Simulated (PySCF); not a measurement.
Parent: `[cH:1]1[cH:2][cH:3][cH:4][cH:5][cH:6]1`, C6H6.

Method used: PySCF, PBE0-D3(BJ)/def2-SVP geometry optimisation, gas phase. One conformer each, not checked by frequencies here.

```csv
coordinate of the parent,value
C1–C2,1.395 Å
C2–C3,1.395 Å
C3–C4,1.395 Å
C4–C5,1.395 Å
C5–C6,1.395 Å
C1–C6,1.395 Å
C2–C1–C6,120.0°
C1–C2–C3,120.0°
C2–C3–C4,120.0°
C3–C4–C5,120.0°
C4–C5–C6,120.0°
C1–C6–C5,120.0°
```

Problem. How does the shared frame change in `[CH2:1]1[CH2:2][CH2:3][CH2:4][CH2:5][CH2:6]1` with C6–C1–C2–C3 -55°, C1–C2–C3–C4 55°, C2–C3–C4–C5 -55°, C3–C4–C5–C6 55°, C6H12? Atoms pair as C1 = C1, C2 = C2, C3 = C3, C4 = C4, C5 = C5, C6 = C6 (parent first).

Solution. 
```tsv
parent	relative	value in the relative	change
C1–C2	C1–C2	1.526 Å	+0.131
C2–C3	C2–C3	1.526 Å	+0.131
C3–C4	C3–C4	1.526 Å	+0.131
C4–C5	C4–C5	1.526 Å	+0.131
C5–C6	C5–C6	1.526 Å	+0.131
C1–C6	C1–C6	1.526 Å	+0.131
C2–C1–C6	C2–C1–C6	111.5°	-8.5
C1–C2–C3	C1–C2–C3	111.5°	-8.5
C2–C3–C4	C2–C3–C4	111.5°	-8.5
C3–C4–C5	C3–C4–C5	111.5°	-8.5
C4–C5–C6	C4–C5–C6	111.5°	-8.5
C1–C6–C5	C1–C6–C5	111.5°	-8.5
```

Of the parent's bonds, C1–C2, C2–C3, C3–C4, C4–C5, C5–C6 and C1–C6 change most and about equally (+0.131 Å). Point group D6h → D3d.
